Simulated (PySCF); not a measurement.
# input.py for BCl

The script input.py:

```python
from pyscf import gto, scf, cc

mol = gto.M(
    atom='B 0 0 0; Cl 0 0 1.687',
    basis='jorge-dzp',
    charge=0,
    spin=0,
    verbose=4,
)
mf = scf.RHF(mol)
mf.kernel()
mycc = cc.CCSD(mf, frozen=6)
mycc.kernel()
e = mycc.ipccsd(nroots=4)[0]
print('roots (eV) =', (e*27.211386).round(3))
mf.dip_moment()
print('orbital energies (hartree):', mf.mo_energy[..., max(0, mol.nelec[1]-3):mol.nelec[0]+3].round(4))
```

```bash
$ OMP_NUM_THREADS=1 python input.py
```

It prints (some set-up lines and the per-cycle HOMO/LUMO lines with their warnings removed):

```
PySCF version 2.14.0

[INPUT] verbose = 4
[INPUT] num. atoms = 2
[INPUT] num. electrons = 22
[INPUT] charge = 0
[INPUT] spin (= nelec alpha-beta = 2S) = 0
[INPUT] symmetry False subgroup None
[INPUT] Mole.unit = angstrom
[INPUT] Symbol           X                Y                Z      unit          X                Y                Z       unit  Magmom
[INPUT]  1 B      0.000000000000   0.000000000000   0.000000000000 AA    0.000000000000   0.000000000000   0.000000000000 Bohr   0.0
[INPUT]  2 Cl     0.000000000000   0.000000000000   1.687000000000 AA    0.000000000000   0.000000000000   3.187967972141 Bohr   0.0

nuclear repulsion = 26.6627521803201
number of shells = 19
number of NR pGTOs = 73
number of NR cGTOs = 39
basis = jorge-dzp
ecp = {}

******** <class 'pyscf.scf.hf.RHF'> ********
method = RHF
initial guess = minao
damping factor = 0
level_shift factor = 0
DIIS = <class 'pyscf.scf.diis.CDIIS'>
diis_start_cycle = 1
diis_space = 8
diis_damp = 0
SCF conv_tol = 1e-09
SCF conv_tol_grad = None
SCF max_cycles = 50
direct_scf = True
direct_scf_tol = 1e-13
Set gradient conv threshold to 3.16228e-05
Initial guess from minao.
init E= -484.215510914104
cycle= 1 E= -484.112651976905  delta_E= 0.103  |g|= 0.25  |ddm|= 1.36
cycle= 2 E= -484.134661914488  delta_E= -0.022  |g|= 0.117  |ddm|= 0.508
cycle= 3 E= -484.138961512787  delta_E= -0.0043  |g|= 0.0263  |ddm|= 0.131
cycle= 4 E= -484.139460101932  delta_E= -0.000499  |g|= 0.00788  |ddm|= 0.0725
cycle= 5 E= -484.139515453574  delta_E= -5.54e-05  |g|= 0.00193  |ddm|= 0.0265
cycle= 6 E= -484.139518975749  delta_E= -3.52e-06  |g|= 0.000581  |ddm|= 0.00552
cycle= 7 E= -484.139519286306  delta_E= -3.11e-07  |g|= 8.87e-05  |ddm|= 0.00144
cycle= 8 E= -484.139519290476  delta_E= -4.17e-09  |g|= 1.09e-05  |ddm|= 0.00019
cycle= 9 E= -484.139519290555  delta_E= -7.91e-11  |g|= 1.57e-06  |ddm|= 3.15e-05
Extra cycle  E= -484.139519290557  delta_E= -1.93e-12  |g|= 5.12e-07  |ddm|= 5.76e-06
converged SCF energy = -484.139519290557

******** <class 'pyscf.cc.ccsd.CCSD'> ********
CC2 = 0
CCSD nocc = 5, nmo = 33
frozen orbitals 6
max_cycle = 50
direct = 0
conv_tol = 1e-07
conv_tol_normt = 1e-05
diis_space = 6
diis_start_cycle = 0
diis_start_energy_diff = 1e+09
Init t2, MP2 energy = -484.34351151334  E_corr(MP2) -0.203992222782811
Init E_corr(CCSD) = -0.203992222782978
cycle = 1  E_corr(CCSD) = -0.220542021153296  dE = -0.0165497984  norm(t1,t2) = 0.0600523
cycle = 2  E_corr(CCSD) = -0.227364388646925  dE = -0.00682236749  norm(t1,t2) = 0.0263637
cycle = 3  E_corr(CCSD) = -0.23057301489497  dE = -0.00320862625  norm(t1,t2) = 0.0147099
cycle = 4  E_corr(CCSD) = -0.231687893594701  dE = -0.0011148787  norm(t1,t2) = 0.0048568
cycle = 5  E_corr(CCSD) = -0.231460072996611  dE = 0.000227820598  norm(t1,t2) = 0.0011341
cycle = 6  E_corr(CCSD) = -0.231474695657753  dE = -1.46226611e-05  norm(t1,t2) = 0.000202703
cycle = 7  E_corr(CCSD) = -0.231477209300836  dE = -2.51364308e-06  norm(t1,t2) = 5.19908e-05
cycle = 8  E_corr(CCSD) = -0.231476002618197  dE = 1.20668264e-06  norm(t1,t2) = 1.3309e-05
cycle = 9  E_corr(CCSD) = -0.231475853535605  dE = 1.49082591e-07  norm(t1,t2) = 4.7244e-06
cycle = 10  E_corr(CCSD) = -0.23147593339232  dE = -7.98567147e-08  norm(t1,t2) = 1.32614e-06
CCSD converged
E(CCSD) = -484.3709952239493  E_corr = -0.2314759333923198

******** <class 'pyscf.cc.eom_rccsd.EOMIP'> ********
max_space = 20
max_cycle = 50
conv_tol = 1e-07
partition = None
EOM-CCSD root 0 E = 0.3661729022547135  qpwt = 0.942564  conv = True
EOM-CCSD root 1 E = 0.5042673441836284  qpwt = 0.937201  conv = True
EOM-CCSD root 2 E = 0.5042674881166122  qpwt = 0.937201  conv = True
EOM-CCSD root 3 E = 0.6041536830992653  qpwt = 0.0148008  conv = True
roots (eV) = [ 9.964 13.722 13.722 16.44 ]
Dipole moment(X, Y, Z, Debye): -0.00000, -0.00000,  1.54605
orbital energies (hartree): [-0.528  -0.528  -0.375   0.0721  0.0721  0.2096]
```

In short: E(SCF) = -484.139519 Eh, 9 cycles, E(CCSD) − E(SCF) = -0.23148 Eh, μz(SCF) = 1.55 D, ionisation roots 9.964, 13.722, 13.722, 16.440 eV.

Run time: 3 s on 1 thread of AMD EPYC 7R43 64-Core (shared host).

Stability towards an unrestricted solution was not tested. The bond length is a typed value, not an optimised one.
